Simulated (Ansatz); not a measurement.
We consider 1T (CdI2-type) SnSe2, described by PBE-D3(BJ) in Ansatz (plane waves, PAW).

Numerical settings: plane-wave cutoff 520 eV, 12×12×6 k mesh (along the axes of the cell as run), Fermi–Dirac smearing 0.01 eV, scalar-relativistic PAW data made under PBE.

Starting structure:

```
CELL_PARAMETERS angstrom
      3.81000     0.00000     0.00000
     -1.90500     3.29956     0.00000
      0.00000     0.00000     6.14000
ATOMIC_POSITIONS crystal
  Sn 0.00000 0.00000 0.00000
  Se 0.33333 0.66667 0.25000
  Se 0.66667 0.33333 0.75000
```

### Question
Into what structure does the relaxation of cell and atoms lead at this level, with the symmetry of the start kept?

### Answer
The volume shrinks by 0.6 %; final space group P-3m1.
```
CELL_PARAMETERS angstrom
      3.83944     0.00000     0.00000
     -1.91972     3.32505     0.00000
      0.00000     0.00000     6.00946
ATOMIC_POSITIONS crystal
  Sn 0.00000 0.00000 0.00000
  Se 0.33333 0.66667 0.26519
  Se 0.66667 0.33333 0.73481
```

Ansatz is a first-principles code.
